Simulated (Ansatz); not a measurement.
# SO2F2 (sulfuryl fluoride): MP2/6-311+G(d,p)

What is the vertical electron affinity of SO2F2 (sulfuryl fluoride) at MP2/6-311+G**? 

The calculation is run with Ansatz 0.2.0.

42 further runs of the same task are left out: 42 set aside as unsound or not needed.

## Step 1: Starting point

SO2F2: 5 atoms, total charge 0, spin state singlet. SMILES: `O=S(=O)(F)F`. The coordinates come from a PBE0-D4/def2-TZVP relaxation.

Bond lengths: O1–S2 1.404 Å, S2–O3 1.404 Å, S2–F4 1.539 Å, S2–F5 1.539 Å. Angles: O1–S2–O3 124.9°, O1–S2–F4 108.1°, O1–S2–F5 108.1°, O3–S2–F4 108.1°, O3–S2–F5 108.1°, F4–S2–F5 95.6°.

## Step 2: A single-point energy at MP2/6-311+G(d,p)

Input file run.yaml:

```yaml
crystal:
  periodic: [false, false, false]
  atoms:
    - symbol: O
      position_ang: [-0.388200, -0.151100, 1.421700]
    - symbol: S
      position_ang: [0.070900, -0.096900, 0.095900]
    - symbol: O
      position_ang: [1.129600, -0.862200, -0.418700]
    - symbol: F
      position_ang: [-1.140900, -0.267600, -0.837400]
    - symbol: F
      position_ang: [0.328600, 1.377800, -0.261400]
basis:
  gaussian: {orbitals: 6-311+G_st__st_-spherical.json}
accuracy: high
correlation: {method: mp2, frozen_orbitals: {F: 1, O: 1, S: 5}}
```

The basis set 6-311+G** is read from a file made from the Basis Set Exchange's data (not shown).

Command:

```console
$ ansatz run run.yaml --threads 1 --pin off --max-ram 3480MiB --events-out events.jsonl --progress --plain --runs-dir runs
```

The program printed:

```text
Warning: RAYON_NUM_THREADS=1 ignored (pool sized by the plan → 1); use --threads N
Functional definition: HF
  name "HF"
  exchange = exact_x
  correlation = 0
2147 factors; integrals over basis functions are off by at most 4.1e-9 eV
mean field evaluation 1: about -20296.7758 eV, gradient 6.3e1 eV
mean field evaluation 2: about -20296.9015 eV, gradient 6.3e1 eV
mean field evaluation 4: about -20303.1983 eV, gradient 3.8e0 eV
mean field evaluation 8: about -20303.2365 eV, gradient 4.0e-1 eV
mean field evaluation 16: about -20303.2368 eV, gradient 1.1e-8 eV
mean field -20303.23676914 eV, -746.1301892377 hartree, gradient 1.1e-8 eV, S^2 0.000000; 0 other end points of the search recorded, 0 dependent functions left out
9 core orbitals not correlated: weight in the atoms' cores, before any rotation towards them, 1.000 or more for the frozen orbitals, at most 0.000 for the correlated occupied ones
reference -20303.23676914 eV, -746.1301892377 hartree; 16, 16 occupied and 93, 93 virtual orbitals, 2147 factors
second order -26.15889481 eV of doubles, -0.00000000 eV of singles
Total energy: -20329.39566395 eV, -747.0915108907 hartree
```

Run time: 4.5 s. Hardware: 1 thread of Arm Neoverse V2, shared host; peak memory 0.35 GiB.

## Step 3: The doublet anion at the same level

Input file in.yaml:

```yaml
basis:
  gaussian: {orbitals: 6-311+G_st__st_-spherical.json}
crystal:
  periodic: [false, false, false]
  atoms:
    - {symbol: O, position_ang: [-0.388200, -0.151100, 1.421700]}
    - {symbol: S, position_ang: [0.070900, -0.096900, 0.095900]}
    - {symbol: O, position_ang: [1.129600, -0.862200, -0.418700]}
    - {symbol: F, position_ang: [-1.140900, -0.267600, -0.837400]}
    - {symbol: F, position_ang: [0.328600, 1.377800, -0.261400]}
correlation: {method: mp2, frozen_orbitals: {F: 1, O: 1, S: 5}}
magnetization: {spin_polarized: true, initial_magnetization: 1}
accuracy: high
total_charge: -1
```

The basis set 6-311+G** is read from a file made from the Basis Set Exchange's data (not shown).

Command:

```console
$ ansatz run in.yaml --threads 1 --pin off --max-ram 3480MiB --events-out events.jsonl --progress --plain --runs-dir runs
```

The program printed, shortened:

```text
Warning: RAYON_NUM_THREADS=1 ignored (pool sized by the plan → 1); use --threads N
[... 2 set-up lines as earlier in the session ...]
[...]
2147 factors; integrals over basis functions are off by at most 4.1e-9 eV
[...]
mean field -20301.59552209 eV, -746.0698745212 hartree, gradient 2.8e-8 eV, S^2 0.751044; 10 other end points of the search recorded, 0 dependent functions left out
9 core orbitals not correlated: weight in the atoms' cores, before any rotation towards them, 1.000 or more for the frozen orbitals, at most 0.000 for the correlated occupied ones
reference -20301.59552209 eV, -746.0698745212 hartree; 17, 16 occupied and 92, 93 virtual orbitals, 2147 factors
second order -26.63017594 eV of doubles, -0.00000000 eV of singles
Total energy: -20328.22569803 eV, -747.0485154364 hartree
```

It took 16 s on 1 thread of Arm Neoverse V2, shared host; peak memory 0.45 GiB.

## Step 4: What came out

At MP2/6-311+G**, 9 core orbitals frozen:

| quantity | value |
| --- | --- |
| singlet SO2F2: total energy | -747.09151 Eh |
| singlet SO2F2: correlation energy (9 core orbitals frozen) | -961.3 mEh |
| doublet anion: total energy | -747.04852 Eh |
| doublet anion: correlation energy (9 core orbitals frozen) | -978.6 mEh |
| doublet anion: ⟨S²⟩ of the reference determinant | 0.751 |
| vertical electron affinity (to the doublet anion) | -1.170 eV |

The anion lies 1.17 eV (27 kcal/mol) above the neutral: the electron isn't bound at this level, and such a value depends on the basis.
